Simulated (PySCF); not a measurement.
Consider `C=CCOC=C` (C5H8O). Non-hydrogen atoms are numbered in `[CH2:1]=[CH:2][CH2:3][O:4][CH:5]=[CH2:6]`.

Energies: M06-2X/def2-TZVP (PySCF, density fitting, integration grid level 3) on PBE0-D3(BJ)/def2-SVP structures. Thermal corrections: GFN2-xTB frequencies, unscaled, ideal gas at 298.15 K and 1 bar, quasi-RRHO entropy. These were taken at the GFN2-xTB minima.

Problem. Rank these bonds by dissociation enthalpy, weakest first.
A. O4–C5
B. C2–H
C. C2–C3
D. C3–H
E. C1–H
F. C3–O4

Solution. F (222 kJ/mol), D (346 kJ/mol), C (408 kJ/mol), A (427 kJ/mol), B (451 kJ/mol), E (462 kJ/mol).

Not ranked, since the method can't order them against a listed neighbour: C5–H (454 kJ/mol), C6–H (471 kJ/mol).

Problem. For C3–H, what are ΔE (electronic) and ΔG(298 K) of the homolysis?

Solution. ΔE = 374 and ΔG = 311 kJ/mol, beside ΔH = 346 kJ/mol. The radicals are `C=C[CH]OC=C` and H•.

Note: the order of C2–H and C5–H, of C5–H and C1–H, of C1–H and C6–H is undecided: the gaps lie inside the method's error (some 10 kJ/mol, one structure a species); radicals beside a multiple bond are drawn in one resonance form, and their spin spreads.
